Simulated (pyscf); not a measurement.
Optimised with ωB97X-D3(BJ)/def2-SVP in PySCF.

### Question
Estimate by transition-state theory the rate constant of `[FH]` + `[OH][GeH]([F])[F]` → `[F][GeH]([F])[F]` + `[OH2]` (singlet surface; F–H, Ge–O broken, F–Ge, H–O formed) at 1200 K, with ωB97M-D3(BJ)/def2-TZVP energies (ideal gas, 1 atm, RRHO with modes under 100 cm⁻¹ raised to 100, one conformer, R ln 2 for chiral ones without a mode under 150 cm⁻¹; no tunnelling).

### Answer
The electronic barrier is 8.1 kcal/mol and the thermal terms add +43.8, so ΔG‡ = 51.9 kcal/mol. With k_BT/h = 2.50e+13 s⁻¹ and RT = 2.385 kcal/mol, and a volume of 1.64e-19 cm³ per molecule at 1 atm, k = 1.5e-15 cm³ molecule⁻¹ s⁻¹. Wigner's tunnelling factor for 702i cm⁻¹ would be 1.03. A shift of 1 kcal/mol in the barrier changes k by a factor 1.5. On the reactant side the descent ends in a complex, 6.5 kcal/mol under the separated species and 14.7 kcal/mol under the saddle at ωB97X-D3(BJ)/def2-TZVP. On the product side the descent ends in a complex, 4.4 kcal/mol under the separated species and 17.2 kcal/mol under the saddle at ωB97X-D3(BJ)/def2-TZVP. This is the saddle that the search found; another between the same sides may lie lower. Elements up to Kr have no core potential and no relativistic terms here.
